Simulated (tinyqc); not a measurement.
Inside a calculation. Method: coupled-perturbed Hartree-Fock on RHF in the sto-6g basis, for H2O, spin multiplicity 1. Computed by tinyqc, a small Python program that keeps every step (integrals from PySCF). Settings: charge = 0, multiplicity = 1, basis = sto-6g, method = RHF, energy threshold = 1e-10, iteration cap = 64, orthogonalisation = symmetric, start = Wolfsberg-Helmholz matrix, DIIS depth = 6. Command: `OMP_NUM_THREADS=1 python tinyqc.py 22167 22168 out.jsonl` (the two numbers bound the seeds that draw the settings). One thread of a shared host (Intel(R) Xeon(R) Processor @ 2.60GHz), about 0.2 s of CPU time with the checks. The early iterations of the SCF are left out here.

## One-electron integrals

Geometry (angstrom):
```
atom,x,y,z
O,0.00000,0.00000,0.00000
H,0.00000,0.64300,0.62500
H,0.00000,-0.63500,0.61700
```

Basis sto-6g: exponents (1/bohr^2) and contraction coefficients of normalised primitives:
```
element,l (shell),exponent,coefficient
O,s (1),1355.58423,0.00916
O,s (1),248.54489,0.04936
O,s (1),69.53390,0.16854
O,s (1),23.88677,0.37056
O,s (1),9.27593,0.41649
O,s (1),3.82034,0.13033
O,s (2),52.18776,-0.01325
O,s (2),10.32932,-0.04699
O,s (2),3.21034,-0.03379
O,s (2),1.23514,0.25024
O,s (2),0.53642,0.59512
O,s (2),0.24588,0.24071
O,p (3),52.18776,0.00376
O,p (3),10.32932,0.03768
O,p (3),3.21034,0.17390
O,p (3),1.23514,0.41804
O,p (3),0.53642,0.42586
O,p (3),0.24588,0.10171
H,s (1),35.52322,0.00916
H,s (1),6.51314,0.04936
H,s (1),1.82214,0.16854
H,s (1),0.62596,0.37056
H,s (1),0.24308,0.41649
H,s (1),0.10011,0.13033
```

Overlap, kinetic and nuclear-attraction integrals over the contracted functions; the nuclear repulsion is the sum of Za Zb / Rab.

nuclear repulsion = 9.9165778 hartree

overlap S:
```
,1O 1s,1O 2s,1O 2px,1O 2py,1O 2pz,2H 1s,3H 1s
1O 1s,1.00000,0.23114,0.00000,0.00000,0.00000,0.06365,0.06532
1O 2s,0.23114,1.00000,0.00000,0.00000,0.00000,0.51719,0.52490
1O 2px,0.00000,0.00000,1.00000,0.00000,0.00000,0.00000,0.00000
1O 2py,0.00000,0.00000,0.00000,1.00000,0.00000,0.29602,-0.29860
1O 2pz,0.00000,0.00000,0.00000,0.00000,1.00000,0.28773,0.29014
2H 1s,0.06365,0.51719,0.00000,0.29602,0.28773,1.00000,0.34955
3H 1s,0.06532,0.52490,0.00000,-0.29860,0.29014,0.34955,1.00000
```

kinetic energy T (hartree):
```
,1O 1s,1O 2s,1O 2px,1O 2py,1O 2pz,2H 1s,3H 1s
1O 1s,29.32720,-0.89602,0.00000,0.00000,0.00000,0.00036,0.00101
1O 2s,-0.89602,0.84262,0.00000,0.00000,0.00000,0.15943,0.16578
1O 2px,0.00000,0.00000,2.53131,0.00000,0.00000,0.00000,0.00000
1O 2py,0.00000,0.00000,0.00000,2.53131,0.00000,0.23689,-0.24376
1O 2pz,0.00000,0.00000,0.00000,0.00000,2.53131,0.23025,0.23685
2H 1s,0.00036,0.15943,0.00000,0.23689,0.23025,0.76852,0.03863
3H 1s,0.00101,0.16578,0.00000,-0.24376,0.23685,0.03863,0.76852
```

nuclear attraction V (hartree):
```
,1O 1s,1O 2s,1O 2px,1O 2py,1O 2pz,2H 1s,3H 1s
1O 1s,-62.44613,-6.42584,0.00000,0.00035,-0.02642,-2.03126,-2.08506
1O 2s,-6.42584,-10.16432,0.00000,0.00290,-0.28552,-4.31632,-4.39661
1O 2px,0.00000,0.00000,-10.06652,0.00000,0.00000,0.00000,0.00000
1O 2py,0.00035,0.00290,0.00000,-10.21680,0.00188,-2.20678,2.23798
1O 2pz,-0.02642,-0.28552,0.00000,0.00188,-10.20845,-2.26023,-2.29019
2H 1s,-2.03126,-4.31632,0.00000,-2.20678,-2.26023,-6.15157,-2.31213
3H 1s,-2.08506,-4.39661,0.00000,2.23798,-2.29019,-2.31213,-6.19901
```

core Hamiltonian H = T + V (hartree):
```
,1O 1s,1O 2s,1O 2px,1O 2py,1O 2pz,2H 1s,3H 1s
1O 1s,-33.11893,-7.32186,0.00000,0.00035,-0.02642,-2.03090,-2.08405
1O 2s,-7.32186,-9.32170,0.00000,0.00290,-0.28552,-4.15690,-4.23083
1O 2px,0.00000,0.00000,-7.53521,0.00000,0.00000,0.00000,0.00000
1O 2py,0.00035,0.00290,0.00000,-7.68549,0.00188,-1.96989,1.99421
1O 2pz,-0.02642,-0.28552,0.00000,0.00188,-7.67714,-2.02997,-2.05333
2H 1s,-2.03090,-4.15690,0.00000,-1.96989,-2.02997,-5.38305,-2.27350
3H 1s,-2.08405,-4.23083,0.00000,1.99421,-2.05333,-2.27350,-5.43049
```

## Two-electron integrals

Functions are numbered as in S; the eight-fold symmetry (ij|kl) = (ji|kl) = (kl|ij) leaves the list below.

Two-electron integrals (ij|kl) in chemists' order, unique and non-zero (hartree):
```
i,j,k,l,(ij|kl)
1,1,1,1,4.78749
2,1,1,1,0.67588
2,1,2,1,0.12150
2,2,1,1,1.11738
2,2,2,1,0.24921
2,2,2,2,0.81738
3,1,3,1,0.02576
3,2,3,1,0.03914
3,2,3,2,0.18066
3,3,1,1,1.11738
3,3,2,1,0.24921
3,3,2,2,0.81738
3,3,3,3,0.88066
4,1,4,1,0.02576
4,2,4,1,0.03914
4,2,4,2,0.18066
4,3,4,3,0.04746
4,4,1,1,1.11738
4,4,2,1,0.24921
4,4,2,2,0.81738
4,4,3,3,0.78574
4,4,4,4,0.88066
5,1,5,1,0.02576
5,2,5,1,0.03914
5,2,5,2,0.18066
5,3,5,3,0.04746
5,4,5,4,0.04746
5,5,1,1,1.11738
5,5,2,1,0.24921
5,5,2,2,0.81738
5,5,3,3,0.78574
5,5,4,4,0.78574
5,5,5,5,0.88066
6,1,1,1,0.19900
6,1,2,1,0.03426
6,1,2,2,0.06864
6,1,3,3,0.06849
6,1,4,1,0.00119
6,1,4,2,0.00232
6,1,4,4,0.06872
6,1,5,1,0.00116
6,1,5,2,0.00226
6,1,5,4,0.00023
6,1,5,5,0.06871
6,1,6,1,0.00985
6,2,1,1,0.44704
6,2,2,1,0.10092
6,2,2,2,0.36200
6,2,3,3,0.35628
6,2,4,1,0.00573
6,2,4,2,0.04071
6,2,4,4,0.36510
6,2,5,1,0.00557
6,2,5,2,0.03957
6,2,5,4,0.00857
6,2,5,5,0.36461
6,2,6,1,0.02854
6,2,6,2,0.19279
6,3,3,1,0.01168
6,3,3,2,0.06413
6,3,4,3,0.00856
6,3,5,3,0.00832
6,3,6,3,0.02858
6,4,1,1,0.21889
6,4,2,1,0.05015
6,4,2,2,0.19187
6,4,3,3,0.18304
6,4,4,1,0.01424
6,4,4,2,0.08497
6,4,4,4,0.20498
6,4,5,1,0.00249
6,4,5,2,0.02026
6,4,5,4,0.01301
6,4,5,5,0.18759
6,4,6,1,0.01490
6,4,6,2,0.12431
6,4,6,4,0.10806
6,5,1,1,0.21277
6,5,2,1,0.04875
6,5,2,2,0.18650
6,5,3,3,0.17791
6,5,4,1,0.00249
6,5,4,2,0.02026
6,5,4,4,0.18259
6,5,5,1,0.01410
6,5,5,2,0.08382
6,5,5,4,0.01311
6,5,5,5,0.19898
6,5,6,1,0.01448
6,5,6,2,0.12083
6,5,6,4,0.07726
6,5,6,5,0.10367
6,6,1,1,0.56177
6,6,2,1,0.12913
6,6,2,2,0.52538
6,6,3,3,0.50414
6,6,4,1,0.01026
6,6,4,2,0.09674
6,6,4,4,0.53690
6,6,5,1,0.00997
6,6,5,2,0.09403
6,6,5,4,0.03184
6,6,5,5,0.53509
6,6,6,1,0.03699
6,6,6,2,0.34065
6,6,6,4,0.25141
6,6,6,5,0.24437
6,6,6,6,0.77500
7,1,1,1,0.20426
7,1,2,1,0.03516
7,1,2,2,0.07044
7,1,3,3,0.07028
7,1,4,1,-0.00123
7,1,4,2,-0.00238
7,1,4,4,0.07052
7,1,5,1,0.00119
7,1,5,2,0.00231
7,1,5,4,-0.00023
7,1,5,5,0.07051
7,1,6,1,0.00998
7,1,6,2,0.02849
7,1,6,4,0.01341
7,1,6,5,0.01444
7,1,6,6,0.03641
7,1,7,1,0.01037
7,2,1,1,0.45551
7,2,2,1,0.10281
7,2,2,2,0.36837
7,2,3,3,0.36259
7,2,4,1,-0.00583
7,2,4,2,-0.04127
7,2,4,4,0.37151
7,2,5,1,0.00566
7,2,5,2,0.04010
7,2,5,4,-0.00867
7,2,5,5,0.37101
7,2,6,1,0.02828
7,2,6,2,0.16716
7,2,6,4,0.07302
7,2,6,5,0.10210
7,2,6,6,0.25201
7,2,7,1,0.02984
7,2,7,2,0.19904
7,3,3,1,0.01194
7,3,3,2,0.06542
7,3,4,3,-0.00870
7,3,5,3,0.00845
7,3,6,3,0.02431
7,3,7,3,0.02963
7,4,1,1,-0.22187
7,4,2,1,-0.05083
7,4,2,2,-0.19422
7,4,3,3,-0.18526
7,4,4,1,0.01454
7,4,4,2,0.08649
7,4,4,4,-0.20753
7,4,5,1,-0.00253
7,4,5,2,-0.02047
7,4,5,4,0.01318
7,4,5,5,-0.18986
7,4,6,1,-0.01323
7,4,6,2,-0.07245
7,4,6,4,-0.00739
7,4,6,5,-0.04311
7,4,6,6,-0.09259
7,4,7,1,-0.01550
7,4,7,2,-0.12766
7,4,7,4,0.11085
7,5,1,1,0.21558
7,5,2,1,0.04939
7,5,2,2,0.18871
7,5,3,3,0.18001
7,5,4,1,-0.00253
7,5,4,2,-0.02047
7,5,4,4,0.18474
7,5,5,1,0.01440
7,5,5,2,0.08531
7,5,5,4,-0.01329
7,5,5,5,0.20138
7,5,6,1,0.01426
7,5,6,2,0.10172
7,5,6,4,0.04326
7,5,6,5,0.08559
7,5,6,6,0.16980
7,5,7,1,0.01506
7,5,7,2,0.12404
7,5,7,4,-0.07892
7,5,7,5,0.10631
7,6,1,1,0.22605
7,6,2,1,0.05157
7,6,2,2,0.20044
7,6,3,3,0.19543
7,6,4,1,1.30e-05
7,6,4,2,0.00014
7,6,4,4,0.19859
7,6,5,1,0.00448
7,6,5,2,0.03764
7,6,5,4,4.39e-05
7,6,5,5,0.20731
7,6,6,1,0.01450
7,6,6,2,0.10847
7,6,6,4,0.05968
7,6,6,5,0.07642
7,6,6,6,0.20005
7,6,7,1,0.01487
7,6,7,2,0.10999
7,6,7,4,-0.06001
7,6,7,5,0.07715
7,6,7,6,0.07302
7,7,1,1,0.56765
7,7,2,1,0.13045
7,7,2,2,0.52963
7,7,3,3,0.50824
7,7,4,1,-0.01042
7,7,4,2,-0.09758
7,7,4,4,0.54125
7,7,5,1,0.01012
7,7,5,2,0.09481
7,7,5,4,-0.03207
7,7,5,5,0.53940
7,7,6,1,0.03584
7,7,6,2,0.24964
7,7,6,4,0.09253
7,7,6,5,0.16883
7,7,6,6,0.39713
7,7,7,1,0.03835
7,7,7,2,0.34718
7,7,7,4,-0.25494
7,7,7,5,0.24771
7,7,7,6,0.20005
7,7,7,7,0.77500
```

## Orthogonalisation

S = U s U^T; symmetric (Loewdin) form X = U s^(-1/2) U^T, so that X^T S X = 1.

eigenvalues of S: 0.29910  0.37012  0.87930  1.00000  1.09834  1.28055  2.07259

X:
```
,1O 1s,1O 2s,1O 2px,1O 2py,1O 2pz,2H 1s,3H 1s
1O 1s,1.02300,-0.14139,0.00000,0.00015,-0.01183,0.02027,0.02049
1O 2s,-0.14139,1.30134,0.00000,-0.00348,0.15288,-0.32851,-0.33963
1O 2px,0.00000,0.00000,1.00000,0.00000,0.00000,0.00000,0.00000
1O 2py,0.00015,-0.00348,0.00000,1.11802,-0.00154,-0.24620,0.25046
1O 2pz,-0.01183,0.15288,0.00000,-0.00154,1.08333,-0.18035,-0.18491
2H 1s,0.02027,-0.32851,0.00000,-0.24620,-0.18035,1.26773,-0.13730
3H 1s,0.02049,-0.33963,0.00000,0.25046,-0.18491,-0.13730,1.27771
```

## Iteration 7 (converged): orbitals

converged F (hartree):
```
,1O 1s,1O 2s,1O 2px,1O 2py,1O 2pz,2H 1s,3H 1s
1O 1s,-20.50886,-4.96738,0.00000,0.00031,-0.03254,-1.37678,-1.41256
1O 2s,-4.96738,-2.37832,0.00000,0.00335,-0.17812,-1.12998,-1.14999
1O 2px,0.00000,0.00000,-0.41184,0.00000,0.00000,0.00000,0.00000
1O 2py,0.00031,0.00335,0.00000,-0.36274,0.00357,-0.37586,0.37917
1O 2pz,-0.03254,-0.17812,0.00000,0.00357,-0.42219,-0.44411,-0.44745
2H 1s,-1.37678,-1.12998,0.00000,-0.37586,-0.44411,-0.68538,-0.55123
3H 1s,-1.41256,-1.14999,0.00000,0.37917,-0.44745,-0.55123,-0.70339
```

Diagonalise F' = X^T F X, C = X C', fill 5 alpha and 5 beta electrons from the bottom; D = 2 C_occ C_occ^T. Each column has its largest component positive (the first on a tie).

F' = X^T F X (hartree):
```
,1,2,3,4,5,6,7
1,-20.17715,-2.50187,0.00000,-0.00029,-0.04513,-0.26439,-0.27632
2,-2.50187,-1.15690,0.00000,-0.00179,0.12708,-0.55913,-0.57354
3,0.00000,0.00000,-0.41184,0.00000,0.00000,0.00000,0.00000
4,-0.00029,-0.00179,0.00000,-0.05183,0.00107,-0.48884,0.49289
5,-0.04513,0.12708,0.00000,0.00107,-0.20918,-0.38147,-0.38685
6,-0.26439,-0.55913,0.00000,-0.48884,-0.38147,0.03819,-0.15943
7,-0.27632,-0.57354,0.00000,0.49289,-0.38685,-0.15943,0.04202
```

orbital energies (hartree): MO1 -20.51222, MO2 -1.33163, MO3 -0.63160, MO4 -0.49831, MO5 -0.41184, MO6 0.67907, MO7 0.77984

coefficients C:
```
,MO1,MO2,MO3,MO4,MO5,MO6,MO7
1O 1s,0.99655,-0.21809,-0.00173,0.10724,0.00000,-0.12339,0.00931
1O 2s,0.01695,0.80886,0.01041,-0.59609,0.00000,0.97146,-0.08012
1O 2px,0.00000,0.00000,0.00000,0.00000,1.00000,0.00000,0.00000
1O 2py,-0.00007,-0.00326,0.63296,0.00423,0.00000,0.06644,0.98400
1O 2pz,0.00409,0.17154,-0.00591,0.75158,0.00000,0.81602,-0.05989
2H 1s,-0.00419,0.15353,0.44858,0.26894,0.00000,-0.88965,-0.85955
3H 1s,-0.00432,0.15804,-0.44842,0.26095,0.00000,-0.77350,0.98570
```

D after iteration 7:
```
,1O 1s,1O 2s,1O 2px,1O 2py,1O 2pz,2H 1s,3H 1s
1O 1s,2.10434,-0.44692,0.00000,0.00000,0.09455,-0.01919,-0.02003
1O 2s,-0.44692,2.01994,0.00000,0.00286,-0.61850,-0.06306,-0.06491
1O 2px,0.00000,0.00000,2.00000,0.00000,0.00000,0.00000,0.00000
1O 2py,0.00000,0.00286,0.00000,0.80133,-0.00224,0.56915,-0.56648
1O 2pz,0.09455,-0.61850,0.00000,-0.00224,1.18871,0.45159,0.45174
2H 1s,-0.01919,-0.06306,0.00000,0.56915,0.45159,0.59429,-0.21338
3H 1s,-0.02003,-0.06491,0.00000,-0.56648,0.45174,-0.21338,0.58834
```

## Convergence

Stop when the energy changes by less than 1e-10 hartree and every element of the error matrix X^T (F D S - S D F) X is below 3e-06.

Course of the cycle:
```
iteration,E (hartree),change,largest element of the error matrix
1,-75.3681842,-,4.31e-01
2,-75.6337575,-2.66e-01,1.06e-01
3,-75.6503401,-1.66e-02,2.41e-02
4,-75.6510837,-7.44e-04,3.33e-03
5,-75.6511145,-3.08e-05,9.58e-05
6,-75.6511145,-2.31e-08,2.96e-06
7,-75.6511145,-1.09e-11,5.65e-07
```

PySCF RHF in the same basis = -75.6511145 hartree

Converged in 7 iterations.

## Integrals over molecular orbitals

(pq|rs) = sum C_ip C_jq C_kr C_ls (ij|kl), one index at a time.

one-electron integrals over orbitals h = C^T H C (hartree):
```
,1,2,3,4,5,6,7
1,-33.10494,0.55827,0.00462,-0.27297,0.00000,0.32520,-0.02486
2,0.55827,-7.81968,-0.00059,0.40502,0.00000,-1.48324,0.11467
3,0.00462,-0.00059,-6.59087,0.01495,0.00000,-0.11896,-1.62922
4,-0.27297,0.40502,0.01495,-7.13137,0.00000,-1.00439,0.05243
5,0.00000,0.00000,0.00000,0.00000,-7.53521,0.00000,0.00000
6,0.32520,-1.48324,-0.11896,-1.00439,0.00000,-5.51031,-0.00717
7,-0.02486,0.11467,-1.62922,0.05243,0.00000,-0.00717,-5.60103
```

Two-electron integrals over orbitals (pq|rs), unique and non-zero (hartree):
```
p,q,r,s,(pq|rs)
1,1,1,1,4.76079
2,1,1,1,-0.41897
2,1,2,1,0.06016
2,2,1,1,1.01421
2,2,2,1,-0.01207
2,2,2,2,0.74570
3,1,1,1,-0.00351
3,1,2,1,0.00040
3,1,2,2,-0.00044
3,1,3,1,0.01224
3,2,1,1,0.00090
3,2,2,1,-0.00023
3,2,2,2,-0.00210
3,2,3,1,0.01880
3,2,3,2,0.14793
3,3,1,1,0.83414
3,3,2,1,-0.00405
3,3,2,2,0.66903
3,3,3,1,0.00016
3,3,3,2,0.00093
3,3,3,3,0.65940
4,1,1,1,0.21263
4,1,2,1,-0.02637
4,1,2,2,0.01930
4,1,3,1,-0.00031
4,1,3,2,8.63e-07
4,1,3,3,0.00701
4,1,4,1,0.03155
4,2,1,1,-0.13193
4,2,2,1,0.01096
4,2,2,2,0.01882
4,2,3,1,3.40e-05
4,2,3,2,3.56e-05
4,2,3,3,0.00607
4,2,4,1,0.01640
4,2,4,2,0.11652
4,3,1,1,-0.00365
4,3,2,1,0.00019
4,3,2,2,-0.00085
4,3,3,1,-0.00486
4,3,3,2,0.01144
4,3,3,3,-0.00069
4,3,4,1,0.00019
4,3,4,2,0.00154
4,3,4,3,0.04704
4,4,1,1,1.01588
4,4,2,1,-0.01505
4,4,2,2,0.67293
4,4,3,1,-2.21e-06
4,4,3,2,0.00101
4,4,3,3,0.61675
4,4,4,1,-0.01185
4,4,4,2,-0.10373
4,4,4,3,-0.00216
4,4,4,4,0.80359
5,1,5,1,0.02674
5,2,5,1,0.03183
5,2,5,2,0.14155
5,3,5,1,0.00026
5,3,5,2,0.00084
5,3,5,3,0.03075
5,4,5,1,-0.01513
5,4,5,2,-0.05121
5,4,5,3,-0.00057
5,4,5,4,0.06090
5,5,1,1,1.11707
5,5,2,1,-0.01100
5,5,2,2,0.74809
5,5,3,1,-0.00009
5,5,3,2,0.00037
5,5,3,3,0.64899
5,5,4,1,0.00527
5,5,4,2,-0.06727
5,5,4,3,-0.00198
5,5,4,4,0.73718
5,5,5,5,0.88066
6,1,1,1,-0.25977
6,1,2,1,0.04099
6,1,2,2,0.00128
6,1,3,1,0.00130
6,1,3,2,0.00140
6,1,3,3,0.00076
6,1,4,1,-0.00378
6,1,4,2,0.02118
6,1,4,3,-0.00016
6,1,4,4,-0.02206
6,1,5,5,-0.00599
6,1,6,1,0.03817
6,2,1,1,0.33602
6,2,2,1,-0.00708
6,2,2,2,0.15176
6,2,3,1,0.00075
6,2,3,2,0.00275
6,2,3,3,0.08876
6,2,4,1,0.01976
6,2,4,2,0.01394
6,2,4,3,-0.00283
6,2,4,4,0.09203
6,2,5,5,0.16532
6,2,6,1,0.00688
6,2,6,2,0.10867
6,3,1,1,0.02538
6,3,2,1,-0.00057
6,3,2,2,0.00945
6,3,3,1,0.00425
6,3,3,2,-0.02941
6,3,3,3,0.00682
6,3,4,1,3.09e-05
6,3,4,2,-0.00555
6,3,4,3,-0.02274
6,3,4,4,0.01060
6,3,5,5,0.01327
6,3,6,1,-0.00013
6,3,6,2,0.00807
6,3,6,3,0.06048
6,4,1,1,0.20205
6,4,2,1,-0.00149
6,4,2,2,0.08097
6,4,3,1,-0.00074
6,4,3,2,-0.00560
6,4,3,3,0.04281
6,4,4,1,0.00011
6,4,4,2,-0.03816
6,4,4,3,-0.00077
6,4,4,4,0.12145
6,4,5,5,0.10704
6,4,6,1,-0.00115
6,4,6,2,0.05653
6,4,6,3,0.00840
6,4,6,4,0.06623
6,5,5,1,0.01614
6,5,5,2,0.05935
6,5,5,3,0.00198
6,5,5,4,-0.00462
6,5,6,5,0.03993
6,6,1,1,0.85077
6,6,2,1,-0.00741
6,6,2,2,0.64154
6,6,3,1,0.00111
6,6,3,2,0.01284
6,6,3,3,0.58963
6,6,4,1,0.02298
6,6,4,2,0.05808
6,6,4,3,0.00571
6,6,4,4,0.56255
6,6,5,5,0.60695
6,6,6,1,0.00890
6,6,6,2,0.10733
6,6,6,3,-0.00422
6,6,6,4,0.03933
6,6,6,6,0.62070
7,1,1,1,0.01997
7,1,2,1,-0.00322
7,1,2,2,-0.00030
7,1,3,1,0.01612
7,1,3,2,0.02286
7,1,3,3,0.00027
7,1,4,1,0.00048
7,1,4,2,-0.00134
7,1,4,3,-0.00665
7,1,4,4,0.00152
7,1,5,5,0.00045
7,1,6,1,-0.00138
7,1,6,2,0.00074
7,1,6,3,0.00512
7,1,6,4,-0.00086
7,1,6,6,0.00106
7,1,7,1,0.02157
7,2,1,1,-0.02643
7,2,2,1,0.00054
7,2,2,2,-0.01150
7,2,3,1,0.01316
7,2,3,2,0.03009
7,2,3,3,-0.00593
7,2,4,1,-0.00130
7,2,4,2,0.00014
7,2,4,3,-0.03859
7,2,4,4,-0.00810
7,2,5,5,-0.01278
7,2,6,1,0.00077
7,2,6,2,-0.00408
7,2,6,3,0.03715
7,2,6,4,-0.00508
7,2,6,6,-0.00991
7,2,7,1,0.01647
7,2,7,2,0.05881
7,3,1,1,0.35262
7,3,2,1,-0.00773
7,3,2,2,0.11777
7,3,3,1,-0.00018
7,3,3,2,0.00325
7,3,3,3,0.09029
7,3,4,1,-0.00146
7,3,4,2,-0.08208
7,3,4,3,-0.00026
7,3,4,4,0.15822
7,3,5,5,0.17974
7,3,6,1,-0.00793
7,3,6,2,0.07790
7,3,6,3,0.00678
7,3,6,4,0.07557
7,3,6,6,0.03569
7,3,7,1,0.00038
7,3,7,2,-0.00866
7,3,7,3,0.15302
7,4,1,1,-0.01050
7,4,2,1,0.00008
7,4,2,2,-0.00331
7,4,3,1,-0.01106
7,4,3,2,-0.08196
7,4,3,3,-0.00316
7,4,4,1,-0.00012
7,4,4,2,0.00123
7,4,4,3,0.00845
7,4,4,4,-0.00661
7,4,5,5,-0.00543
7,4,6,1,-0.00101
7,4,6,2,-0.00457
7,4,6,3,0.03691
7,4,6,4,0.00160
7,4,6,6,-0.01036
7,4,7,1,-0.01414
7,4,7,2,-0.01329
7,4,7,3,-0.00686
7,4,7,4,0.07268
7,5,5,1,-0.00123
7,5,5,2,-0.00455
7,5,5,3,0.02311
7,5,5,4,0.00066
7,5,6,5,-0.00127
7,5,7,5,0.02297
7,6,1,1,-0.00054
7,6,2,1,-0.00008
7,6,2,2,-0.00232
7,6,3,1,0.00944
7,6,3,2,0.09585
7,6,3,3,0.00284
7,6,4,1,-0.00129
7,6,4,2,-0.00395
7,6,4,3,0.03974
7,6,4,4,0.00386
7,6,5,5,0.00057
7,6,6,1,-0.00014
7,6,6,2,-0.00340
7,6,6,3,-0.05223
7,6,6,4,-0.00515
7,6,6,6,0.01217
7,6,7,1,0.01155
7,6,7,2,-0.01669
7,6,7,3,0.00643
7,6,7,4,-0.05742
7,6,7,6,0.10791
7,7,1,1,0.86176
7,7,2,1,-0.00851
7,7,2,2,0.63221
7,7,3,1,-0.00150
7,7,3,2,-0.01407
7,7,3,3,0.62546
7,7,4,1,0.00472
7,7,4,2,-0.00465
7,7,4,3,-0.00577
7,7,4,4,0.61176
7,7,5,5,0.62376
7,7,6,1,-0.00470
7,7,6,2,0.07056
7,7,6,3,0.01301
7,7,6,4,0.03322
7,7,6,6,0.57985
7,7,7,1,-0.00139
7,7,7,2,-0.00333
7,7,7,3,0.07606
7,7,7,4,0.00678
7,7,7,6,-0.01223
7,7,7,7,0.62814
```

## Response to a field: uncoupled start

dipole integrals <a|z|i> (bohr):
```
,i1,i2,i3,i4,i5
a6,0.04403,-0.18174,-0.04806,-0.53732,0.00000
a7,-0.00310,0.01661,-0.67522,0.02987,0.00000
```

Field along z; U_ai = -mu_ai / (e_a - e_i), alpha = -4 sum U_ai mu_ai.

uncoupled U:
```
,i1,i2,i3,i4,i5
a6,-0.00208,0.09039,0.03666,0.45637,0.00000
a7,0.00015,-0.00786,0.47839,-0.02337,0.00000
```

uncoupled polarisability = 2.34940 bohr^3

## Coupled step 1

U_ai = -(mu_ai + sum_bj [4 (ai|bj) - (ab|ij) - (aj|bi)] U_bj) / (e_a - e_i); alpha = -4 sum U_ai mu_ai.

U after step 1:
```
,i1,i2,i3,i4,i5
a6,-0.00065,0.03645,0.03455,0.49646,0.00000
a7,0.00004,-0.00384,0.44957,-0.02585,0.00000
```

polarisability = 2.31789 bohr^3

## Coupled step 2

As before.

U after step 2:
```
,i1,i2,i3,i4,i5
a6,-0.00055,0.02832,0.03428,0.51960,0.00000
a7,0.00004,-0.00323,0.44667,-0.02720,0.00000
```

polarisability = 2.35392 bohr^3

## Coupled polarisability

Repeat until U stops changing; compare with -d2E/dF2.

Course of the coupled iterations:
```
step,alpha (bohr^3)
0,2.34940
1,2.31789
2,2.35392
3,2.36234
4,2.36545
5,2.36658
6,2.36701
7,2.36719
8,2.36726
9,2.36728
10,2.36730
11,2.36730
12,2.36730
13,2.36730
14,2.36730
15,2.36730
16,2.36730
17,2.36730
18,2.36730
19,2.36730
```

coupled polarisability = 2.36730 bohr^3

finite-field check, fields of +/-0.001 au = 2.36731 bohr^3
